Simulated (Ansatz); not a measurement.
# UMP2/cc-pVDZ run of PH (SMILES [PH])

What is the vertical ionisation energy of PH at UMP2/cc-pVDZ? 

The calculation is run with Ansatz 0.2.0.

57 further runs of the same task are left out: 57 set aside as unsound or not needed.

## Step 1: The molecule

PH: 2 atoms, total charge 0, spin state triplet. As SMILES, `[PH]`. The shape is that of a GFN2-xTB optimisation.

Bond lengths: P1–H2 1.399 Å.

## Step 2: A single-point energy at UMP2/cc-pVDZ

File molecule.yaml:

```yaml
crystal:
  periodic: [false, false, false]
  atoms:
    - symbol: P
      position_ang: [0.000000, 0.000000, 0.000000]
    - symbol: H
      position_ang: [0.000000, 0.000000, 1.399070]
basis:
  gaussian:
    orbitals: cc-pVDZ
magnetization:
  spin_polarized: true
  initial_magnetization: 2
correlation:
  method: mp2
  frozen_orbitals: {H: 0, P: 5}
accuracy: high
```

Run with:

```sh
$ ansatz run molecule.yaml --threads 1 --pin off --max-ram 2610MiB --events-out events.jsonl --progress --plain --runs-dir runs
```

Output:

```text
Warning: RAYON_NUM_THREADS=1 ignored (pool sized by the plan → 1); use --threads N
Functional definition: HF
  name "HF"
  exchange = exact_x
  correlation = 0
414 factors; integrals over basis functions are off by at most 2.8e-9 eV
mean field evaluation 1: about -9286.5068 eV, gradient 5.4e0 eV
mean field evaluation 2: about -9286.5101 eV, gradient 5.4e0 eV
mean field evaluation 4: about -9286.8561 eV, gradient 5.3e-1 eV
mean field evaluation 8: about -9286.8612 eV, gradient 1.0e-3 eV
mean field -9286.86119113 eV, -341.2858539134 hartree, gradient 4.9e-8 eV, S^2 2.021512; 0 other end points of the search recorded, 0 dependent functions left out
5 core orbitals not correlated: weight in the atoms' cores, before any rotation towards them, 1.000 or more for the frozen orbitals, at most 0.000 for the correlated occupied ones
reference -9286.86119113 eV, -341.2858539134 hartree; 4, 2 occupied and 14, 16 virtual orbitals, 414 factors
second order -2.22631761 eV of doubles, -0.00000000 eV of singles
Total energy: -9289.08750874 eV, -341.3676695764 hartree
```

It took 0.2 s on 1 thread of Arm Neoverse V1, shared host.

## Step 3: The doublet cation

File in.yaml:

```yaml
crystal:
  periodic: [false, false, false]
  atoms:
    - symbol: P
      position_ang: [0.000000, 0.000000, 0.000000]
    - symbol: H
      position_ang: [0.000000, 0.000000, 1.399070]
basis:
  gaussian: {orbitals: cc-pVDZ}
total_charge: 1
magnetization: {spin_polarized: true, initial_magnetization: 1}
correlation: {method: mp2, frozen_orbitals: {H: 0, P: 5}}
accuracy: high
```

Run with:

```sh
$ ansatz run in.yaml --threads 1 --pin off --max-ram 2610MiB --events-out events.jsonl --progress --plain --runs-dir runs
```

Output:

```text
Warning: RAYON_NUM_THREADS=1 ignored (pool sized by the plan → 1); use --threads N
[... 4 set-up lines as earlier in the session ...]
411 factors; integrals over basis functions are off by at most 3.7e-9 eV
mean field evaluation 1: about -9276.9168 eV, gradient 5.3e0 eV
mean field evaluation 2: about -9276.9191 eV, gradient 5.3e0 eV
mean field evaluation 4: about -9277.1903 eV, gradient 3.5e-1 eV
mean field evaluation 8: about -9277.1920 eV, gradient 3.1e-4 eV
mean field evaluation 16: about -9277.1915 eV, gradient 2.0e-1 eV
mean field evaluation 32: about -9277.1916 eV, gradient 1.7e-2 eV
mean field -9277.19200129 eV, -340.9305177409 hartree, gradient 5.8e-8 eV, S^2 0.762609; 4 other end points of the search recorded, 0 dependent functions left out
5 core orbitals not correlated: weight in the atoms' cores, before any rotation towards them, 1.000 or more for the frozen orbitals, at most 0.000 for the correlated occupied ones
reference -9277.19200129 eV, -340.9305177409 hartree; 3, 2 occupied and 15, 16 virtual orbitals, 411 factors
second order -1.92379996 eV of doubles, -0.00000000 eV of singles
Total energy: -9279.11580125 eV, -341.0012160855 hartree
```

Wall time 0.26 s (1 thread of Arm Neoverse V1, shared host).

## Step 4: Results

At UMP2/cc-pVDZ, 5 core orbitals frozen:

```
                                                   quantity          value
                                   triplet PH: total energy  -341.36767 Eh
    triplet PH: correlation energy (5 core orbitals frozen)      -81.8 mEh
              triplet PH: ⟨S²⟩ of the reference determinant          2.022
                               doublet cation: total energy  -341.00122 Eh
doublet cation: correlation energy (5 core orbitals frozen)      -70.7 mEh
          doublet cation: ⟨S²⟩ of the reference determinant          0.763
         vertical ionisation energy (to the doublet cation)       9.972 eV
```

**Reading.** Removing an electron at fixed nuclei costs 9.97 eV (962 kJ/mol).
